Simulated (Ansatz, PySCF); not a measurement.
COS, SMILES O=C=S (connectivity only; charge and spin as stated), charge -1, multiplicity 2. Atoms are numbered in the order given.

```xyz
3

O      0.1694    -1.6448     0.0000
C     -0.3869    -0.5782     0.0000
S      0.0599     1.0518     0.0000
```
Charge -1, spin multiplicity 2.

The structure is a stationary point at PBE0-D3(BJ)/def2-TZVPD. The multiplicity is an assumed one; other spin states were not compared.

Two levels are set side by side: PBE-D3(BJ)/def2-TZVPD (Ansatz, an electronic-structure program) and PBE0-D3(BJ)/def2-TZVPD (Ansatz). Each level has its own optimised geometry; the coordinates shown are those of the second. Frequencies come from the Hessian of PySCF at each geometry. Differences are taken from unrounded values.

```tsv
quantity	PBE0-D3(BJ)	PBE-D3(BJ)	PBE-D3(BJ) minus PBE0-D3(BJ)
mean bond length (Å)	1.447	1.458	0.011
bond O1–C2 (Å)	1.203	1.218	0.015
bond C2–S3 (Å)	1.690	1.698	0.008
highest harmonic wavenumber (cm⁻¹)	1722	1631	-91
mean harmonic wavenumber (cm⁻¹)	984	930	-54
zero-point energy (kcal/mol)	4.22	3.99	-0.23
```

GGA bonds tend to be longer and softer than those of functionals with exact exchange. Differences between two approximate levels are no errors against the true value.
